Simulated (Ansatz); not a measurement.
## Ansatz input wanted

The species is BH2O+ (4 atoms), meant as a singlet with charge +1. As SMILES of the parent species, `[BH]O`. The coordinates come from a PBE0-D4/def2-TZVP relaxation. That shape belongs to the parent species and isn't relaxed for this state.

| atom | x (Å) | y (Å) | z (Å) |
| --- | --- | --- | --- |
| B | -0.0061 | -0.4855 | 0.3883 |
| O | 0.1197 | 0.5445 | -0.4486 |
| H | -1.0642 | -1.0324 | 0.5403 |
| H | 1.0061 | 0.9132 | -0.5003 |

Settings wanted:

- basis set: cc-pVTZ
- task: energy
- method: DFT
- functional: B3LYP
- reference: RKS
- relativity: none
- accuracy: high

Task: Give an Ansatz 0.2.0 job that does this.

Result: This one ran through:

molecule.yaml:
```yaml
crystal:
  periodic: [false, false, false]
  atoms:
    - {symbol: B, position_ang: [-0.006100, -0.485500, 0.388300]}
    - {symbol: O, position_ang: [0.119700, 0.544500, -0.448600]}
    - {symbol: H, position_ang: [-1.064200, -1.032400, 0.540300]}
    - {symbol: H, position_ang: [1.006100, 0.913200, -0.500300]}
basis:
  gaussian:
    orbitals: cc-pVTZ
total_charge: 1
hamiltonian:
  xc: {name: B3LYP}
accuracy: high
output: {orbitals: {seedname: orbitals}}
```

```bash
$ ansatz run molecule.yaml --threads 1 --pin off --max-ram 3480MiB --events-out events.jsonl --progress --plain --runs-dir runs
```

Calculated total energy: -100.97011 Eh.
